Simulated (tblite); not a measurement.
Species: C4H10P (charge +1).
Cartesian coordinates in Å at the GFN2-xTB level; atoms count from 1:
```xyz
15
C4H10P angstrom
C      2.4707   -0.1478   -0.2935
C      1.3366   -0.2381    0.3870
P     -0.2678    0.1210   -0.3261
C     -1.0630    1.4915    0.5387
C     -1.3290   -1.3388   -0.2881
H      2.5021    0.1500   -1.3300
H      3.4189   -0.3716    0.1672
H      1.3120   -0.5381    1.4286
H     -0.0709    0.4861   -1.6412
H     -0.4355    2.3813    0.4878
H     -2.0320    1.7051    0.0869
H     -1.2094    1.2200    1.5856
H     -1.4774   -1.6493    0.7476
H     -0.8629   -2.1556   -0.8392
H     -2.2969   -1.1076   -0.7331
```

Method: GFN2-xTB as coded in tblite; computed harmonic values from a numerical Hessian at the method's own geometry, unscaled. Against measured fundamentals such values can be off by several per cent, at times by over 20. Modes of hydrogen on phosphorus can be 10 to 20 % off. One conformer, not necessarily the lowest.

Problem. How many normal modes are there?

Solution. 15 atoms, non-linear: 3N − 6 = 39.

Problem. What is the point group of the computed structure, and how do the modes divide by symmetry?

Solution. Cs. The vibrations span 23 a′ + 16 a″.

Problem. How many distinct wavenumbers does the calculation give?

Solution. 39: Cs has no degenerate species.

Problem. How many fundamentals are allowed in the infrared by symmetry?

Solution. 39 of 39: in Cs every mode is allowed. All fundamentals are allowed in the Raman spectrum.

Problem. How far is the lowest real mode excited at 77 K, as a harmonic oscillator?

Solution. 57.9 cm⁻¹ is a vibrational temperature θ of 83 K. The population of v = 1 over v = 0 is exp(−θ/T) = 0.34, and the mean quantum number is 0.51.
